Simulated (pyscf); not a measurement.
HO–B(OH)–OH (SMILES OB(O)O) + HF (SMILES F) -> H₂O (SMILES O) + HO–B(OH)–F (SMILES OB(O)F) (four-centre exchange; singlet surface; B–O, F–H broken, H–O, B–F formed). Structures and frequencies: ωB97X-D3(BJ)/def2-SVP in PySCF. MP2 and CC: frozen core, UHF for open shells. ΔMP2 is the change of the MP2 total energy from the triple- to the quadruple-zeta basis. Energies in kJ/mol from the separated reactants.

| level | barrier | reaction energy |
|---|---|---|
| PBE/def2-TZVP | 64.2 | -17.5 |
| B3LYP-D3(BJ)/def2-TZVP | 83.5 | -17.7 |
| M06-2X/def2-TZVP | 77.5 | -15.3 |
| HF/def2-TZVP | [?] | -21.4 |
| MP2/def2-QZVPP | 89.0 | -13.4 |
| CCSD(T)/def2-TZVPP | 87.8 | -15.4 |
| CCSD(T)/def2-TZVPP + ΔMP2(QZVPP) | [?] | [?] |

Q: What belongs in the gaps?

A: 
- HF/def2-TZVP, barrier: 145.4
- CCSD(T)/def2-TZVPP + ΔMP2(QZVPP), barrier: 92.2
- CCSD(T)/def2-TZVPP + ΔMP2(QZVPP), reaction energy: -15.2

Of the functionals in the table, B3LYP-D3(BJ) is closest to CCSD(T)/def2-TZVPP + ΔMP2(QZVPP) in the barrier (8.7 kJ/mol apart) and PBE least close (28.0 kJ/mol); that level has limits of its own. On the reactant side the descent ends in a bound adduct, 43.3 kJ/mol under the separated species and 124.2 kJ/mol under the saddle at ωB97X-D3(BJ)/def2-TZVP. On the product side the descent ends in a complex, 18.5 kJ/mol under the separated species and 115.8 kJ/mol under the saddle at ωB97X-D3(BJ)/def2-TZVP. The products may also form a dative adduct at HO–B(OH)–F; it and routes through it were not searched. At ωB97X-D3(BJ) the barrier from the zero used here is 80.9 kJ/mol. This is the saddle that the search found; another between the same sides may lie lower. The CCSD(T) − MP2 part came from Ansatz, without density fitting, on the same reference.
